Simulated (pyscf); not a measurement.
# Elimination: disiloxane (H₃Si–O–SiH₃) → silane (SiH₄) + silanone (O=SiH₂)

Gas phase, singlet surface, charge 0. Bonds broken: Si1–O2, Si3–H7. Bonds formed: Si1–H7. Structures and frequencies: ωB97X-D3(BJ)/def2-SVP in PySCF. MP2 and CC: frozen core, UHF for open shells. ΔMP2 is the change of the MP2 total energy from the triple- to the quadruple-zeta basis.

Transition state (Å):

```xyz
9

Si    -1.9718     0.4359     0.1872
O     -0.6253    -1.5774     0.6946
Si     0.3803    -0.8626    -0.2480
H     -1.7393     0.5593     1.6390
H     -2.7820    -0.6503    -0.3968
H     -2.5742     1.7329    -0.2751
H     -0.6316     0.6149    -0.6060
H      0.5542    -1.2016    -1.6867
H      1.5402    -0.0617     0.2297
```

One imaginary mode, 175i cm⁻¹; descent along it reached the two sides named, in the forms told below.

```
bond    change  reactant side (Å)  saddle  product side
------  ------  -----------------  ------  ------------
Si1–O2  breaks              1.657   2.475           3.0
Si3–H7  breaks              1.493   1.826         2.093
Si1–H7   forms                3.5   1.568         1.522
```

Electronic energies relative to the reactant's lowest minimum found (kcal/mol):

| level | barrier | reaction energy | reverse barrier |
|---|---|---|---|
| ωB97X-D3(BJ)/def2-TZVP | 65.0 | +71.9 | -6.9 |
| PBE/def2-TZVP | 57.9 | +61.4 | -3.5 |
| r²SCAN/def2-TZVP | 63.1 | +68.3 | -5.2 |
| B3LYP-D3(BJ)/def2-TZVP | 64.7 | +67.4 | -2.7 |
| PBE0-D3(BJ)/def2-TZVP | 63.3 | +69.7 | -6.5 |
| M06-2X/def2-TZVP | 68.2 | +73.4 | -5.3 |
| ωB97M-D3(BJ)/def2-TZVP | 64.6 | +68.5 | -3.9 |
| HF/def2-TZVP | 79.9 | +76.6 | 3.4 |
| MP2/def2-QZVPP | 65.6 | +68.6 | -3.0 |
| CCSD/def2-TZVPP | 68.7 | +69.9 | -1.2 |
| CCSD(T)/def2-TZVPP | 66.2 | +67.9 | -1.7 |
| CCSD(T)/def2-TZVPP + ΔMP2(QZVPP) | 66.1 | +68.6 | -2.5 |

With CCSD(T)/def2-TZVPP + ΔMP2(QZVPP) energies and thermal terms (ideal gas, 1 atm, RRHO with modes under 100 cm⁻¹ raised to 100, one conformer, R ln 2 for chiral ones without a mode under 150 cm⁻¹), in kcal/mol:

```csv
T (K),ΔH‡,ΔG‡,ΔH,ΔG
298,64.8,66.1,+66.0,+57.4
600,64.4,67.6,+65.5,+48.7
900,64.0,69.3,+64.6,+40.6
1200,63.4,71.1,+63.5,+32.7
```

On the product side the descent ends in a complex, 7.3 kcal/mol under the separated species and 0.4 kcal/mol under the saddle at ωB97X-D3(BJ)/def2-TZVP. At ωB97X-D3(BJ), PBE, r²SCAN, B3LYP-D3(BJ), PBE0-D3(BJ), M06-2X, ωB97M-D3(BJ), MP2, CCSD, CCSD(T), CCSD(T) the saddle lies under the separated products, which points to a path from their complex (located at ωB97X-D3(BJ) alone), and parting the products costs more than the saddle. This is the saddle that the search found; another between the same sides may lie lower. The CCSD(T) − MP2 part came from Ansatz, without density fitting, on the same reference.
